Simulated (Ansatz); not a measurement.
**CH₄NNa (SMILES C[NH][Na]): functionals against CCSD(T) at one geometry**

One table from this session's results is given with a row withheld; the runs are named, their logs left out.

Method: single points in def2-TZVPP; program: Ansatz 0.2.0, Gaussian basis.

Correlated methods freeze the cores. The outer core shell of Li, Na, Mg and K is correlated.

## Where the work starts

SMILES `C[NH][Na]`, 7 atoms, charge 0, spin multiplicity 1.

Atoms are counted from 1 here; the program's logs count them from 0.

Bond lengths: C1–N2 1.486 Å, C1–H4 1.108 Å, C1–H5 1.099 Å, C1–H6 1.108 Å, N2–Na3 2.136 Å, N2–H7 1.029 Å. Angles: N2–C1–H4 117.6°, N2–C1–H5 110.8°, N2–C1–H6 119.4°, H4–C1–H5 102.7°, H4–C1–H6 101.9°, H5–C1–H6 102.2°, C1–N2–Na3 128.7°, C1–N2–H7 113.0°, Na3–N2–H7 116.4°.

Coordinates:

```mol
CH4NNa
  3D, bonds by distance, orders not assigned

  7  6  0  0  0  0  0  0  0  0999 V2000
   -0.4437    0.4256   -0.4139 C   0  0
    0.5965   -0.1420    0.4827 N   0  0
    0.5294   -1.9360    1.6395 Na  0  0
   -0.3921    0.1640   -1.4894 H   0  0
   -1.4425    0.0690   -0.1264 H   0  0
   -0.5883    1.5237   -0.4522 H   0  0
    1.5263    0.2723    0.3336 H   0  0
  1  2  8  0
  1  4  8  0
  1  5  8  0
  1  6  8  0
  2  3  8  0
  2  7  8  0
M  END
```

Set-up of the first run:

Input file run/in.yaml:

```yaml
crystal:
  periodic: [false, false, false]
  atoms:
    - {symbol: C, position_ang: [-0.443724, 0.425612, -0.413869]}
    - {symbol: N, position_ang: [0.596511, -0.141953, 0.482733]}
    - {symbol: Na, position_ang: [0.529432, -1.936006, 1.639506]}
    - {symbol: H, position_ang: [-0.392113, 0.163962, -1.489426]}
    - {symbol: H, position_ang: [-1.442550, 0.069023, -0.126417]}
    - {symbol: H, position_ang: [-0.588304, 1.523689, -0.452232]}
    - {symbol: H, position_ang: [1.526281, 0.272344, 0.333558]}
basis:
  gaussian: {orbitals: def2-TZVPP}
hamiltonian: {xc: pbe, dispersion: d4}
output: {forces: true}
```

Run with:

```sh
$ ansatz run in.yaml --threads 2 --pin off --events-out ev --progress --plain --max-ram 3481MiB
```

Steps of the session up to this table: PBE-D4/def2-TZVPP; r2SCAN-D4/def2-TZVPP; PBE0-D4/def2-TZVPP; wB97M-V/def2-TZVPP; CCSD(T)/def2-TZVPP.

One table of the session follows, with a row left open; its other results are not shown here.

```
   method  RMS force component (eV/Å)  angle to CCSD(T) forces (°)  dipole (D)
   PBE-D4                           ?                            ?           ?
r2SCAN-D4                       0.310                         17.3        6.96
  PBE0-D4                       0.351                         24.2        6.95
  wB97M-V                       0.309                         14.1        7.03
  CCSD(T)                       0.288                    reference        7.16
```

**Question.** Estimate the row for PBE-D4.

As computed: RMS force component (eV/Å): 0.314; angle to CCSD(T) forces (°): 34.7; dipole (D): 6.27. In the column «RMS force component (eV/Å)» it lies between r2SCAN-D4 (0.310) and PBE0-D4 (0.351).
